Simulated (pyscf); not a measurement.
Structures and frequencies: ωB97X-D3(BJ)/def2-SVP in PySCF.

Question: For the elementary gas-phase step HS–Ga(Cl)–Cl + HF → F–Ga(SH)–Cl + HCl (singlet surface; Cl–Ga, F–H broken, F–Ga, Cl–H formed), what barrier and reaction energy does ωB97M-D3(BJ)/def2-TZVP give, measured from the separated reactants?

Answer: ΔE‡ = 0.16 eV, ΔE = +0.30 eV. Zero-point energy shifts the barrier by -0.04 eV. It is a four-centre exchange, with an imaginary mode of 454i cm⁻¹. On the reactant side the descent ends in an adduct with a F–Ga contact, 0.39 eV under the separated species and 0.53 eV under the saddle at ωB97X-D3(BJ)/def2-TZVP. On the product side the descent ends in an adduct with a Cl–Ga contact, 0.41 eV under the separated species and 0.15 eV under the saddle at ωB97X-D3(BJ)/def2-TZVP. At ωB97M-D3(BJ) the saddle lies under the separated products, which points to a path from their complex (located at ωB97X-D3(BJ) alone), and parting the products costs more than the saddle. What is counted as formed (F–Ga) is already present as a longer contact in the reactant adduct; forming that adduct is a step of its own. What is counted as broken (Cl–Ga) persists as a longer contact in the product adduct; parting that adduct is a step of its own. One saddle was located; it need not be the lowest between these sides. Elements up to Kr have no core potential and no relativistic terms here.
